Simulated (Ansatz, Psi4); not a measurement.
C2H4Cl2 (1,2-dichloroethane): a line through the functionals

C2H4Cl2: 8 atoms, total charge 0, spin state singlet. SMILES: `ClCCCl`. The shape is that of a PBE0-D4/def2-TZVP optimisation. This is one conformer, not always the lowest.

The vertical ionisation energy (to the doublet cation) y, in eV, basis 6-31G(d); a is the functional's share of exact exchange. Programs: Ansatz 0.2.0, Psi4 1.11.

| functional | program | a | y (eV) |
| --- | --- | --- | --- |
| BLYP | Ansatz | 0 | 9.98 |
| PBE | Ansatz | 0 | 10.16 |
| TPSSh | Psi4 | 0.1 | 10.45 |
| B3LYP | Ansatz | 0.2 | 10.57 |
| PBE0 | Ansatz | 0.25 | 10.69 |
| r2SCAN0 | Ansatz | 0.25 | ? |
| BHLYP | Ansatz | 0.5 | 11.00 |

Fit y = c + s·a to the known rows and predict r2SCAN0.


1. Means of the 6 rows: a = 0.1750, y = 10.475.
2. Σ(Δa)² = 0.17875, Σ(Δa·Δy) = 0.33275, so the slope is 0.33275/0.17875 = 1.8615.
3. Intercept: 10.475 − (1.8615) × 0.1750 = 10.149. The largest residual of the fit is 0.17.
4. r2SCAN0: 10.149 + (1.8615) × 0.25 = 10.61 eV.

The run gave 10.86 eV, so the prediction is off by -0.25 eV, more than the largest residual. The rows mix families of semi-local functionals, which the line can't see.
